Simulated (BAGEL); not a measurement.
# SiNH3Cl (SMILES [NH][SiH2]Cl): UHF/6-311+G(d,p) (density fitting with qzvpp-jkfit)

What is the vertical ionisation energy of SiNH3Cl at UHF/6-311+G** (density fitting with qzvpp-jkfit)? 

Program for the calculation: BAGEL 1.2.2.

26 further runs of the same task are left out: 1 that didn't finish, 25 set aside as unsound or not needed.

### 1 The molecule

SiNH3Cl: 6 atoms, total charge 0, spin state doublet. SMILES: `[NH][SiH2]Cl`. The shape is that of a PBE0-D4/def2-TZVP optimisation. This is one conformer, not always the lowest.

Bond lengths: N1–Si2 1.739 Å, Si2–Cl3 2.043 Å, N1–H4 1.023 Å, Si2–H5 1.485 Å, Si2–H6 1.485 Å. Angles: N1–Si2–Cl3 109.2°, N1–Si2–H5 110.2°, N1–Si2–H6 110.2°, Cl3–Si2–H5 108.0°, Cl3–Si2–H6 108.0°, Si2–N1–H4 112.4°, H5–Si2–H6 111.2°.

### 2 The energy at UHF/6-311+G(d,p) (density fitting with qzvpp-jkfit)

input.json reads:

```json
{ "bagel" : [

{
  "title" : "molecule",
  "basis" : "6-311+gss.json",
  "df_basis" : "qzvpp-jkfit",
  "angstrom" : "true",
  "geometry" : [
    { "atom" : "N", "xyz" : [      -1.120700,      -0.619300,      -0.515800 ] },
    { "atom" : "Si", "xyz" : [       0.327700,       0.083100,       0.143100 ] },
    { "atom" : "Cl", "xyz" : [       1.532200,      -1.405400,       0.854900 ] },
    { "atom" : "H", "xyz" : [      -1.761400,       0.086800,      -0.887700 ] },
    { "atom" : "H", "xyz" : [       1.072900,       0.808700,      -0.916500 ] },
    { "atom" : "H", "xyz" : [      -0.008600,       0.982100,       1.275900 ] }
  ]
},

{ "title" : "uhf", "nopen" : 1 },

{ "title" : "print", "file" : "orbitals.molden", "orbitals" : "true" }

]}
```

The basis set 6-311+G** is read from a file made from the Basis Set Exchange's data (not shown).

Command:

```bash
$ BAGEL_NUM_THREADS=1 BAGEL input.json > input.out
```

The log of the run:

```text
* using 1 threads per process

  ===============================================================
  ===============================================================

  *** Geometry ***

  { "atom" : "N", "xyz" : [     -2.117816,     -1.170307,     -0.974721 ] },
  { "atom" : "Si", "xyz" : [      0.619263,      0.157036,      0.270420 ] },
  { "atom" : "Cl", "xyz" : [      2.895438,     -2.655821,      1.615527 ] },
  { "atom" : "H", "xyz" : [     -3.328564,      0.164028,     -1.677510 ] },
  { "atom" : "H", "xyz" : [      2.027487,      1.528222,     -1.731934 ] },
  { "atom" : "H", "xyz" : [     -0.016252,      1.855900,      2.411102 ] },

  Number of auxiliary basis functions:      387

  Since a DF basis is specified, we compute 2- and 3-index integrals:
    o Being stored without compression. Storage requirement is 0.031 GB

  Number of basis functions:      100
  Number of electrons      :       41

    * METHOD: MOLECULE                             0.22

  *** Open-shell HF ***

  === Nuclear Repulsion ===
   140.5203180111

      * DIIS with orbital gradients will be used.

  === UHF iteration (6-311+gss.json) ===
      0       -804.12426054          0.06563254           0.11
      1       -804.20493212          0.06672518           0.11
      2       -804.32363395          0.05993184           0.10
      3       -804.65900227          0.00554294           0.10
      4       -804.67579575          0.00215222           0.10
      5       -804.67876738          0.00067582           0.10
      6       -804.67906430          0.00019331           0.10
      7       -804.67915712          0.00005031           0.10
      8       -804.67918133          0.00002702           0.10
      9       -804.67919502          0.00000958           0.11
     10       -804.67919904          0.00000328           0.10
     11       -804.67919944          0.00000083           0.11
     12       -804.67919946          0.00000022           0.11
     13       -804.67919946          0.00000011           0.10
     14       -804.67919946          0.00000007           0.11
     15       -804.67919946          0.00000005           0.11
     16       -804.67919946          0.00000002           0.11
     17       -804.67919946          0.00000001           0.11
    * SCF iteration converged.

    * S^2 (UHF) is 0.7586

    * Permanent dipole moment:
           (    0.399502,    -1.138504,     0.287068) a.u.

    * METHOD: UHF                                  2.04

    * METHOD: PRINT                                0.02

  ===============================================================
```

Run time: 2.6 s. Hardware: 1 thread of Intel Xeon Platinum 8488C (Sapphire Rapids), shared host; peak memory 0.11 GiB.

### 3 The singlet cation

calc.json reads:

```json
{ "bagel" : [

{
  "title" : "molecule",
  "basis" : "6-311+gss.json",
  "df_basis" : "qzvpp-jkfit",
  "angstrom" : true,
  "geometry" : [
    { "atom" : "N", "xyz" : [      -1.120700,      -0.619300,      -0.515800 ] },
    { "atom" : "Si", "xyz" : [       0.327700,       0.083100,       0.143100 ] },
    { "atom" : "Cl", "xyz" : [       1.532200,      -1.405400,       0.854900 ] },
    { "atom" : "H", "xyz" : [      -1.761400,       0.086800,      -0.887700 ] },
    { "atom" : "H", "xyz" : [       1.072900,       0.808700,      -0.916500 ] },
    { "atom" : "H", "xyz" : [      -0.008600,       0.982100,       1.275900 ] }
  ]
},

{ "title" : "hf", "charge" : 1 },

{ "title" : "print", "file" : "orbitals.molden", "orbitals" : true }

]}
```

The basis set 6-311+G** is read from a file made from the Basis Set Exchange's data (not shown).

Command:

```bash
$ BAGEL_NUM_THREADS=1 BAGEL calc.json > calc.out
```

The log of the run:

```text
* using 1 threads per process

  ===============================================================
  ===============================================================

  *** Geometry ***

  { "atom" : "N", "xyz" : [     -2.117816,     -1.170307,     -0.974721 ] },
  { "atom" : "Si", "xyz" : [      0.619263,      0.157036,      0.270420 ] },
  { "atom" : "Cl", "xyz" : [      2.895438,     -2.655821,      1.615527 ] },
  { "atom" : "H", "xyz" : [     -3.328564,      0.164028,     -1.677510 ] },
  { "atom" : "H", "xyz" : [      2.027487,      1.528222,     -1.731934 ] },
  { "atom" : "H", "xyz" : [     -0.016252,      1.855900,      2.411102 ] },

  Number of auxiliary basis functions:      387

  Since a DF basis is specified, we compute 2- and 3-index integrals:
    o Being stored without compression. Storage requirement is 0.031 GB

  Number of basis functions:      100
  Number of electrons      :       41

    * METHOD: MOLECULE                             0.15

  *** RHF ***

  === Nuclear Repulsion ===
   140.5203180111

      * DIIS with orbital gradients will be used.

  === RHF iteration (6-311+gss.json) ===
      0       -803.67293874          0.03611211           0.06
      1       -803.65622107          0.03950382           0.05
      2       -804.21448464          0.00618671           0.05
      3       -804.24609513          0.00242993           0.05
      4       -804.25355151          0.00088927           0.05
      5       -804.25523054          0.00029696           0.05
      6       -804.25534741          0.00007658           0.05
      7       -804.25536025          0.00002846           0.05
      8       -804.25536169          0.00001092           0.05
      9       -804.25536184          0.00000182           0.05
     10       -804.25536185          0.00000043           0.06
     11       -804.25536185          0.00000015           0.05
     12       -804.25536185          0.00000006           0.05
     13       -804.25536185          0.00000002           0.05
     14       -804.25536185          0.00000001           0.05
    * SCF iteration converged.

    * Permanent dipole moment:
           (    2.351211,    -1.699600,     1.294133) a.u.

    * METHOD: HF                                   0.94

    * METHOD: PRINT                                0.02

  ===============================================================
```

Wall time 1.3 s (1 thread of Intel Xeon Platinum 8488C (Sapphire Rapids), shared host); peak memory 0.11 GiB.

### 4 What came out

Level: UHF/6-311+G** (density fitting with qzvpp-jkfit).

```
                                          quantity          value
                     doublet SiNH3Cl: total energy  -804.67920 Eh
                    doublet SiNH3Cl: dipole moment         3.15 D
                             doublet SiNH3Cl: ⟨S²⟩          0.759
                      singlet cation: total energy  -804.25536 Eh
                       singlet cation: HOMO energy      -17.42 eV
                       singlet cation: LUMO energy       -9.30 eV
                     singlet cation: HOMO–LUMO gap        8.12 eV
vertical ionisation energy (to the singlet cation)      11.533 eV
```

The vertical ionisation energy comes to 11.53 eV (1113 kJ/mol). Only the singlet of the ionised species was computed; a triplet could lie lower.
